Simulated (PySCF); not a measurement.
PySCF job for CH₄O, SMILES CO, PBE0/pcSseg-2. Coordinates come from a ωB97X-D3(BJ)/def2-TZVP optimisation.

```python
import numpy as np
from pyscf import gto, scf, dft
from pyscf.prop.nmr import rks as nmr

mol = gto.M(
    atom='''
    C    -0.01998565    0.66412501    0.00000000
    O     0.12231255   -0.74737998    0.00000000
    H    -0.54561545    1.02521908    0.89255271
    H     0.98633377    1.08468768    0.00000000
    H    -0.54561542    1.02521907   -0.89255274
    H    -0.75368938   -1.14083603   -0.00000001
    ''',
    basis='pcSseg-2',
    charge=0,
    spin=0,
    max_memory=1600,
    verbose=3,
)
mf = dft.RKS(mol, xc='pbe0')
mf.grids.level = 3
mf.conv_tol = 1e-10
mf.max_cycle = 100
mf.kernel()
n = nmr.NMR(mf)
n.verbose = 2
n.max_cycle_cphf = 60
sigma = n.kernel()
print('atom   isotropic/ppm   span/ppm')
for i, s in enumerate(sigma):
    w = np.linalg.eigvalsh((s + s.T) / 2)
    print(f'{mol.atom_symbol(i):2s}{i + 1:3d} {w.mean():14.3f} {w[2] - w[0]:11.3f}')
```

It prints:

```
converged SCF energy = -115.639871874933
atom   isotropic/ppm   span/ppm
C   1        130.291      83.783
O   2        327.989     106.379
H   3         27.889       9.325
H   4         28.033       7.912
H   5         27.889       9.325
H   6         31.775      22.061
```

Self-consistency was reached.
